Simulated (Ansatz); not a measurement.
Relaxation of AlFH₄ (6 atoms, charge 0, multiplicity 1), to a largest force component of 0.03 eV/Å in at most 50 steps.

These are results of RKS B3LYP-D4/6-31G* (Ansatz 0.2.0), not measurements.

```xyz
6
Properties=species:S:1:pos:R:3:forces:R:3
Al -0.003 0.241 -0.002 0.00 0.06 0.35
F 0.000 0.337 1.673 -0.01 0.20 -0.35
H 1.400 0.254 -0.730 -0.01 0.00 0.01
H -1.409 0.197 -0.722 0.01 0.00 0.01
H 0.084 -2.339 0.977 0.04 -1.23 -0.89
H 0.064 -1.773 1.405 -0.03 0.97 0.88
```

**Question.** Where does it end, and by what steps?

**Answer.** It converged. The force dipped under the threshold on the way, but the program's further checks kept it going. After 11 steps the energy has fallen by 0.073 eV; H5 moved furthest, 0.54 Å.

```json
{"step": "0", "energy less start (eV)": "0.0000", "largest force component (eV/Å)": "1.228", "accepted": "yes"}
{"step": "1", "energy less start (eV)": "-0.0544", "largest force component (eV/Å)": "0.536", "accepted": "yes"}
{"step": "2", "energy less start (eV)": "-0.0197", "largest force component (eV/Å)": "1.057", "accepted": "no"}
{"step": "3", "energy less start (eV)": "-0.0569", "largest force component (eV/Å)": "0.774", "accepted": "yes"}
{"step": "4", "energy less start (eV)": "-0.0706", "largest force component (eV/Å)": "0.254", "accepted": "yes"}
{"step": "5", "energy less start (eV)": "-0.0719", "largest force component (eV/Å)": "0.031", "accepted": "yes"}
{"step": "6", "energy less start (eV)": "-0.0721", "largest force component (eV/Å)": "0.015", "accepted": "yes"}
{"step": "7", "energy less start (eV)": "-0.0724", "largest force component (eV/Å)": "0.017", "accepted": "yes"}
{"step": "8", "energy less start (eV)": "-0.0726", "largest force component (eV/Å)": "0.038", "accepted": "yes"}
{"step": "9", "energy less start (eV)": "-0.0727", "largest force component (eV/Å)": "0.069", "accepted": "yes"}
{"step": "10", "energy less start (eV)": "-0.0728", "largest force component (eV/Å)": "0.095", "accepted": "yes"}
{"step": "11", "energy less start (eV)": "-0.0733", "largest force component (eV/Å)": "0.004", "accepted": "yes"}
```

```xyz
6
Properties=species:S:1:pos:R:3
Al -0.007 0.449 -0.116
F 0.003 0.360 1.542
H 1.393 0.533 -0.845
H -1.417 0.455 -0.831
H 0.090 -2.784 1.283
H 0.073 -2.097 1.569
```

Whether the end is a true minimum wasn't checked by a vibrational analysis.

Run time: 11 s on 1 thread of Arm Neoverse V2 (shared host), peak memory 0.1 GiB.
